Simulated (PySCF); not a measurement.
**C3H6F2O: geometry, NMR shifts, spin-spin couplings, electronic excitations and core binding energies**

What NMR shifts, spin-spin couplings, electronic excitations and core binding energies should C3H6F2O (`CCOC(F)F`) show?

Computed with PySCF 2.14.0, with density-fitted response routines of our own, on a single molecule in the gas phase. Atoms count from 0, in the outputs and in this text.

### 1 The molecule as given

12 atoms, charge 0, multiplicity 1; geometry from: MMFF94s.

Bonds of the start (Å): C0–C1 1.52, C1–O2 1.42, O2–C3 1.41, C3–F4 1.35, C3–F5 1.35, C0–H6 1.10, C0–H7 1.10, C0–H8 1.09, C1–H9 1.10, C1–H10 1.10, C3–H11 1.09.

### 2 Relaxing the molecule at PBE0-D3(BJ)/def2-SVP

What the job is given:

```
{"job": {"xc": "PBE0", "basis": "def2-SVP", "d3": "d3bj", "grid": 1, "kind": "geom"}, "charge": 0, "multiplicity": 1}
C     -1.808803    -0.141904     0.106120
C     -0.340499    -0.396674    -0.173814
O      0.416664     0.657653     0.406192
C      1.796834     0.502770     0.135856
F      2.216312    -0.670805     0.663979
F      2.454723     1.491195     0.784878
H     -1.993286    -0.094742     1.184487
H     -2.119886     0.820811    -0.312850
H     -2.430843    -0.931716    -0.324249
H     -0.170408    -0.427367    -1.255869
H     -0.044568    -1.356544     0.263401
H      2.023761     0.547323    -0.934002
```

Launch:

```console
$ OMP_NUM_THREADS=1 python probes_run.py task.json out
```

This one command runs all jobs of the session in turn.

**Question.** This job is followed by: GIAO PBE0/pcSseg-1 NMR shielding, non-relativistic, gas phase; B3LYP/pcJ-1 indirect spin-spin coupling, non-relativistic, gas phase; TDDFT CAM-B3LYP/def2-SVPD, vertical, gas phase, core orbitals frozen in the response; GIAO wB97X-D/pcSseg-2 NMR shielding, non-relativistic, gas phase; delta-SCF UKS SCAN, pcX-2 on the ionised atom, pcseg-1 elsewhere, spin-free X2C. Predict these results of the whole session: point group; rotational constants (main isotopes); ¹³C shifts against TMS (PBE0/pcSseg-1); ¹H shifts against TMS (PBE0/pcSseg-1, means over atoms taken as alike); ¹⁷O shifts against H2O (PBE0/pcSseg-1); ¹⁹F shifts against CFCl3 (PBE0/pcSseg-1, means over atoms taken as alike); surface potential, 1st and 99th percentile; largest coupling of the table (B3LYP/pcJ-1); lowest singlet (CAM-B3LYP/def2-SVPD); brightest single state of those computed; lowest triplet; vertical ionisation energy (ΔSCF); C1s binding energies, SCAN/pcX-2; O1s binding energies, SCAN/pcX-2; F1s binding energies, SCAN/pcX-2; range of the shift of F4.

**Answer**, as computed:

| quantity | value |
| --- | --- |
| point group | C1 |
| rotational constants (main isotopes) | 8.23, 1.99, 1.71 GHz |
| ¹³C shifts against TMS (PBE0/pcSseg-1) | 121.6, 62.6, 16.2 ppm |
| ¹H shifts against TMS (PBE0/pcSseg-1, means over atoms taken as alike) | 5.80, 3.50, 1.36 ppm |
| ¹⁷O shifts against H2O (PBE0/pcSseg-1) | 116.3 ppm |
| ¹⁹F shifts against CFCl3 (PBE0/pcSseg-1, means over atoms taken as alike) | -98.2 ppm |
| surface potential, 1st and 99th percentile | -1.17 V and 1.28 V |
| largest coupling of the table (B3LYP/pcJ-1) | ¹J(C,F) C3–F4, -319.1 Hz |
| lowest singlet (CAM-B3LYP/def2-SVPD) | 8.41 eV (147 nm), f = 0.024 |
| brightest single state of those computed | state 9, 10.55 eV, f = 0.077 |
| lowest triplet | 8.19 eV |
| vertical ionisation energy (ΔSCF) | 11.35 eV |
| C1s binding energies, SCAN/pcX-2 | C3 297.23, C1 292.88, C0 291.21 eV |
| O1s binding energies, SCAN/pcX-2 | O2 539.52 eV |
| F1s binding energies, SCAN/pcX-2 | F4 693.25 eV |
| range of the shift of F4 | -98.2 to -91.2 ppm |

In words: Relaxing lowered the energy by 0.131 eV in 4 steps; the close pair that moved most is O2–C3, from 1.415 to 1.348 Å. H11 (hydrogen on an sp3 CH bonded to 2 F and O) lies farthest downfield among hydrogen, at 5.80 ppm; its carbon carries F and O, an electronegative neighbour. At PBE0/pcSseg-1: The largest span, 155 ppm, is at F4, F5, where the paramagnetic term is -196 ppm. Of the pairs tabulated at B3LYP/pcJ-1, C3–F4 (mean over like pairs) couples most strongly (-319.1 Hz; Fermi contact -304.7 Hz). Couplings across rotatable bonds belong to this one conformer; where others are populated, the observed values are averages. Density functionals describe couplings to fluorine poorly, F–F couplings above all, so those rows are rough. The lowest singlet, at 8.41 eV, is HOMO→LUMO 0.91 and is weak; of the 10 states computed, the strongest absorption comes from state 9 at 10.55 eV. The lowest triplet lies 0.23 eV below the lowest singlet (triplets in Tamm-Dancoff, singlets in full TDDFT). ΔSCF puts the ionisation energy at 11.35 eV, 1.03 eV above −ε(HOMO). The C1s levels kept as sound span 6.02 eV, from C0 (methyl carbon) up to C3 (sp3 CH bonded to 2 F and O). In ppm, F4 (with its like atoms) moves most: its shift spreads over 7.0 ppm, from -98.2 (PBE0/pcSseg-1) to -91.2 (wB97X-D/pcSseg-2).
